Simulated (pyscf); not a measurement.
H₃C–InH₂ + H₂S -> H₃C–InH–SH + hydrogen (H₂), a four-centre exchange (singlet surface; H–In, H–S broken, In–S, H–H formed). Structures and frequencies: ωB97X-D3(BJ)/def2-SVP in PySCF. Energies in kcal/mol from the separated reactants.

Small-basis levels: PySCF, no dispersion term, spherical d functions. 

**Question.** In single points SVWN5/6-31G*+LANL2DZ puts the saddle at -6.1 kcal/mol and the reaction energy at -23.2 kcal/mol. Should these be trusted to within a few kcal/mol? Compare with ωB97M-D3(BJ)/def2-TZVP.

**Answer.** ωB97M-D3(BJ)/def2-TZVP gives ΔE‡ = 9.6 kcal/mol and ΔE = -19.0 kcal/mol. SVWN5/6-31G*+LANL2DZ lies 15.7 kcal/mol under it in the barrier and 4.1 kcal/mol under it in the reaction energy, so on this step it does not hold to within 3.0 kcal/mol. At SVWN5/6-31G*+LANL2DZ this geometry lies under one side, so its ΔE‡ may be no barrier of that level. ωB97M-D3(BJ)/def2-TZVP has limits of its own. On the reactant side the descent ends in an adduct with a In–S contact, 12.6 kcal/mol under the separated species and 17.5 kcal/mol under the saddle at ωB97X-D3(BJ)/def2-TZVP. What is counted as formed (In–S) is already present as a longer contact in the reactant adduct; forming that adduct is a step of its own. At ωB97X-D3(BJ)/def2-TZVP the barrier from the zero used here is 5.0 kcal/mol. This is the saddle that the search found; another between the same sides may lie lower. In the def2 sets elements past Kr carry core potentials, without spin-orbit coupling.
